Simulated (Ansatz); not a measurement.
Ansatz (a quantum-chemistry and plane-wave program) input (CCSD(T)/cc-pCVDZ): A basis named .json is the Basis Set Exchange file of that set (core-valence sets with the plain set on hydrogen).

Ansatz 0.2 input:
```yaml
crystal:
  periodic: [false, false, false]
  atoms:
    - {symbol: F, position_ang: [-0.00000000, -0.00000000, -0.09245367]}
    - {symbol: H, position_ang: [0.00000000, 0.00000000, 0.83208299]}
basis:
  gaussian:
    orbitals: cc-pCVDZ.json
magnetization: {spin_polarized: false}
correlation: {method: ccsd_t, electrons: outside_noble_gas}
```

Output:

```
Functional definition: HF
integrals: 0.00 GiB planned
211 factors; integrals over basis functions are off by at most 1.5e-3 eV
mean field: 0.04 GiB planned
mean field evaluation 1: about -2720.7616 eV, gradient 2.4e1 eV
mean field evaluation 2: about -2720.7617 eV, gradient 2.4e1 eV
mean field evaluation 4: about -2721.6595 eV, gradient 1.2e0 eV
mean field evaluation 8: about -2721.6648 eV, gradient 2.4e-5 eV
mean field evaluation 16: about -2721.6643 eV, gradient 3.5e-1 eV
mean field -2721.66482314 eV, -100.0193374398 hartree, gradient 1.1e-6 eV, S^2 0.000000; 0 other end points of the search recorded, 0 dependent functions left out
1 core orbitals not correlated
reference -2721.66482314 eV, -100.0193374398 hartree; 4, 4 occupied and 18, 18 virtual orbitals, 211 factors
second order -5.60015698 eV of doubles, -0.00000000 eV of singles
coupled cluster: 0.04 GiB planned
cycle   1  -5.63483199 eV  change   -3.5e-2 eV  update   2.9e-2
cycle   2  -5.71474162 eV  change   -8.0e-2 eV  update   8.0e-3
cycle   3  -5.72974758 eV  change   -1.5e-2 eV  update   2.9e-3
cycle   4  -5.72854120 eV  change    1.2e-3 eV  update   4.7e-4
cycle   5  -5.72867977 eV  change   -1.4e-4 eV  update   1.4e-4
cycle   6  -5.72866297 eV  change    1.7e-5 eV  update   3.7e-5
cycle   7  -5.72864345 eV  change    2.0e-5 eV  update   8.1e-6
cycle   8  -5.72864413 eV  change   -6.7e-7 eV  update   1.3e-6
perturbative correction -0.05591864 eV, -0.0020549719 hartree
Total energy: -2727.44938590 eV, -100.2319162003 hartree
```
